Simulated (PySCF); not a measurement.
Below is a simulated gas-phase C 1s photoelectron spectrum of `CC1=C(F)[C@@H]1O`.

Every computed line was given a Gaussian of 0.6 eV full width at half maximum and an area set by the number of equivalent atoms; the highest printed point is 100. Theory: delta-SCF UKS SCAN, pcX-2 on the ionised atom, pcseg-1 elsewhere, spin-free X2C (PySCF).

(binding energy (eV), intensity): (290.0, 0), (290.1, 1), (290.2, 2), (290.3, 5), (290.4, 11), (290.5, 20), (290.6, 31), (290.7, 43), (290.8, 52), (290.9, 56), (291.0, 55), (291.1, 54), (291.2, 54), (291.3, 55), (291.4, 56), (291.5, 51), (291.6, 42), (291.7, 29), (291.8, 18), (291.9, 10), (292.0, 7), (292.1, 8), (292.2, 15), (292.3, 29), (292.4, 50), (292.5, 73), (292.6, 92), (292.7, 100), (292.8, 94), (292.9, 76), (293.0, 53), (293.1, 31), (293.2, 16), (293.3, 7), (293.4, 3), (293.5, 1), (293.6, 0)

**Question.** How many maxima does the curve show, and how many computed lines lie under it?

**Answer.** The curve has 3 maxima (at 290.9, 291.4 and 292.7 eV). Under it lie 4 lines from 4 inequivalent carbon sites. At this width some lines have no maximum of their own.

**Question.** Decompose the envelope and assign each component. Numbering: `[CH3:1][C:2]1=[C:3]([F:4])[C@@H:5]1[OH:6]`.

**Answer.** 
| position (eV) | relative area | line | atoms | environment |
| --- | --- | --- | --- | --- |
| 290.85 | 1 | C 1s | C2 | fully substituted alkene carbon |
| 291.43 | 1 | C 1s | C1 | allylic carbon |
| 292.66 | 1 | C 1s | C5 | carbinol carbon (C–OH) |
| 292.75 | 1 | C 1s | C3 | vinylic C–F carbon |

The listed C 1s values span 1.90 eV, from C2 (bonded to C (double bond) and 2 C) to C3 (bonded to F, C (double bond) and C). The widest gap between neighbouring values is 1.23 eV, between 291.43 and 292.66 eV. Summing the Pauling electronegativity differences to the bonded atoms, each weighted by its formal bond order, gives 0.00 for the lowest site and +1.43 for the highest; no listed site has a larger sum than the highest. The smallest sum, -1.05, belongs to C1, 0.58 eV above the lowest.

No satellites, vibrations or lifetime broadening are included. One conformer (not necessarily the lowest) at the PBE0-D3(BJ)/def2-SVP geometry, without solvent, vibrations or thermal averaging.

Shape of the structure used: `[CH3:1][C:2]1=[C:3]([F:4])[C@@H:5]1[OH:6]`: H–O6–C5–C3 -172°.
